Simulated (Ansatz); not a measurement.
Input for Ansatz (development build ahead of 0.2.0):

```yaml
crystal:
  periodic: [false, false, false]
  atoms:
    - { symbol: S, position_ang: [0.0, 0.0, 0.0] }
    - { symbol: O, position_ang: [0.0, 0.0, 2.235] }
basis:
  gaussian: { orbitals: "6-31G" }
magnetization:
  spin_polarized: true
hamiltonian:
  xc: hf
scf:
  omitted_lower_state_checks: [starts, atomic_configurations, cluster_reference, orbital_swaps, given_window_search, neighbouring_geometries, increment]
output:
  forces: true
```

The input is written out in the form of the current development build from the run's settings.

Output:

```
Converged                       : yes
Total energy                    : -472.18796 hartree
Spin squared of the determinant : 1.669
Stability test                  : minimum
```

Forces (eV/Å):
```json
{"atom": "S1", "Fx": "0.000", "Fy": "0.000", "Fz": "0.762"}
{"atom": "O2", "Fx": "0.000", "Fy": "0.000", "Fz": "-0.762"}
```

This is not the lowest solution: another run reaches a determinant 1.54 eV lower. Caution: another spin multiplicity may lie lower; the unrestricted determinant is a mixture of spin states.
